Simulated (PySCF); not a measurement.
# Simulated absorption spectrum

Hydroxyfluoroborane, BFH2O.
Geometry (PBE0-D3(BJ)/def2-SVP, Å), atoms numbered from 1 in this order:
```xyz
5
BFH2O angstrom
O      0.8803   -0.4715   -0.0272
B     -0.3812   -0.0107   -0.0199
F     -1.3544   -0.8985   -0.1357
H      1.5361    0.2254    0.0650
H     -0.6636    1.1610    0.0835
```

Method: PySCF, TDDFT CAM-B3LYP/def2-SVPD, vertical, gas phase, core orbitals frozen in the response.

Computed states:

```csv
state,E (eV),f
S1,8.37,0.027
S2,8.96,0.0029
S3,9.25,0.036
S4,9.94,0.092
S5,10.31,0.046
S6,10.34,0.0018
S7,10.84,0.312
S8,10.93,0.0009
S9,11.22,0.130
S10,11.59,0.033
```

Broadening: Gaussians 0.25 eV wide at half height, area fixed by f = 4.319×10⁻⁹ ∫ε dν̃. The width is an assumption, not a result. The curve ends short of the highest state used, and states not computed would add to its high-energy end.

Question: What does the envelope look like, and where are its maxima?

Answer: 
| E (eV) | ε (L mol⁻¹ cm⁻¹) |
| --- | --- |
| 7.99 | 5 |
| 8.08 | 72 |
| 8.17 | 505 |
| 8.25 | 1565 |
| 8.34 | 2834 |
| 8.42 | 2629 |
| 8.51 | 1225 |
| 8.59 | 341 |
| 8.68 | 51 |
| 8.76 | 60 |
| 8.85 | 191 |
| 8.94 | 361 |
| 9.02 | 632 |
| 9.11 | 1739 |
| 9.19 | 3324 |
| 9.28 | 3693 |
| 9.36 | 2231 |
| 9.45 | 643 |
| 9.54 | 99 |
| 9.62 | 117 |
| 9.71 | 967 |
| 9.79 | 3694 |
| 9.88 | 8470 |
| 9.96 | 9706 |
| 10.05 | 5963 |
| 10.13 | 3150 |
| 10.22 | 3826 |
| 10.31 | 5113 |
| 10.39 | 3870 |
| 10.48 | 1542 |
| 10.56 | 1305 |
| 10.65 | 6536 |
| 10.73 | 19224 |
| 10.82 | 33018 |
| 10.91 | 27846 |
| 10.99 | 14277 |

Maxima: 148 nm (8.37 eV), ε about 2900, made up of S1 (100%); 134 nm (9.25 eV), ε about 3900, made up of S3 (100%); 125 nm (9.94 eV), ε about 9900, made up of S4 (100%); 120 nm (10.31 eV), ε about 5100, made up of S5 (96%); 114 nm (10.84 eV), ε about 34000, made up of S7 (100%) (ε in L mol⁻¹ cm⁻¹; maxima over ε = 5, shares over 10%).

Question: What would ε be at 10.84 eV, the highest of these maxima, with half the width (0.125 eV)?

Answer: About 67400 L mol⁻¹ cm⁻¹ against 33800, a factor of about 1.99; a lone state at its own centre would give exactly 2.

Question: Coming from long wavelengths, where does ε first pass 100 L mol⁻¹ cm⁻¹?

Answer: At about 153 nm (8.09 eV), 0.28 eV below S1.

Question: Does any computed singlet lie in the visible range?

Answer: No computed singlet lies in the visible range (380 to 750 nm); the lowest, at 148 nm, stands 5.11 eV above its violet end (3.26 eV).

The vertical ionisation energy (ΔSCF) is 13.10 eV, 1.51 eV above S10.

One conformer stands for the species.
